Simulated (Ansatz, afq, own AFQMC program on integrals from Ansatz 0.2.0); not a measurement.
## AFQMC, coupled cluster and functionals along a coordinate of B2H, quartet

```xyz
3

B     0.0000    0.0000    0.1141
B     0.0000    0.0000   -1.4064
H     0.0000    0.0000    1.2923
```

The B1–B2 distance is changed with both sides rigid. Energies in mEh count from this geometry (1.520 Å) at the same level; the start stands on UHF, each point on the determinant named.

Basis 6-31G. Noble-gas cores (and the filled d shells of Ga–Kr and In–Xe) are frozen. Ansatz 0.2.0 and our own AFQMC program on the same integrals; the CISD trial comes from CCSD amplitudes, and released means the phaseless constraint is let go. Error bars are statistical, one sigma.

Cautions, each for one point or more: cluster runs in doubt by the program's own checks; lower spins were not checked; strong correlation; the search met a lower determinant of the same kind, perhaps of another symmetry, and this one is a saddle point; unrestricted determinant slightly spin contaminated.

```
r(B1–B2) / Å  det.     T1  weight  ⟨S²⟩  r2SCAN  wB97M-V  CCSD(T)
       1.234   UHF  0.013    0.95  3.76    91.9     88.0     97.9
       1.862   UHF  0.027    0.90  3.76    39.3     44.1     34.3
       2.436   UHF  0.118    0.65  3.85   140.4    154.7    128.0
       3.302   UHF  0.016    0.91  3.76   196.6    194.2    166.7
       5.132   UHF  0.009    0.92  3.75   204.1    198.3    169.1
```

(1) Estimate the curve of full CI, counted from the same start.

## Answers

(1) 
```json
{"r(B1–B2) / Å": "1.234", "det.": "UHF", "T1": "0.013", "weight": "0.95", "⟨S²⟩": "3.76", "FCI": "98.2", "ph-AFQMC/CISD": "98.0 ± 0.06", "CCSDT(Q)": "98.2"}
{"r(B1–B2) / Å": "1.862", "det.": "UHF", "T1": "0.027", "weight": "0.90", "⟨S²⟩": "3.76", "FCI": "33.4", "ph-AFQMC/CISD": "34.5 ± 0.2", "CCSDT(Q)": "33.6"}
{"r(B1–B2) / Å": "2.436", "det.": "UHF", "T1": "0.118", "weight": "0.65", "⟨S²⟩": "3.85", "FCI": "124.7", "ph-AFQMC/CISD": "129.0 ± 0.2", "CCSDT(Q)": "124.9"}
{"r(B1–B2) / Å": "3.302", "det.": "UHF", "T1": "0.016", "weight": "0.91", "⟨S²⟩": "3.76", "FCI": "165.5", "ph-AFQMC/CISD": "167.1 ± 0.1", "CCSDT(Q)": "165.7"}
{"r(B1–B2) / Å": "5.132", "det.": "UHF", "T1": "0.009", "weight": "0.92", "⟨S²⟩": "3.75", "FCI": "169.6", "ph-AFQMC/CISD": "169.5 ± 0.06", "CCSDT(Q)": "169.6"}
```

Weight is that of the determinant in the CISD state; at the start T1 is 0.017 and the weight 0.93, and ⟨S²⟩ is 3.76. Largest departures from full CI: CCSD(T) 3.3 mEh at 2.436 (on UHF), ph-AFQMC/CISD 4.4 mEh at 2.436 (on UHF), CCSDT(Q) 0.2 mEh at 2.436 (on UHF), r2SCAN 34.6 mEh at 5.132, wB97M-V 30.0 mEh at 2.436. Functionals count only at points shown to share the start's state and spin. In this small basis the wave-function levels are far from their limit, so their gap to the functionals isn't the functionals' error.

CCSDT and higher add their correlation energy to the determinant of the CCSD(T) run, since their own runs factorise the integrals more tightly (a shift of under 2 meV). A walk keeps the symmetry of its determinant, which the program's search chose and which needn't be the lowest solution, so a lower state of the same spin and another symmetry isn't excluded.
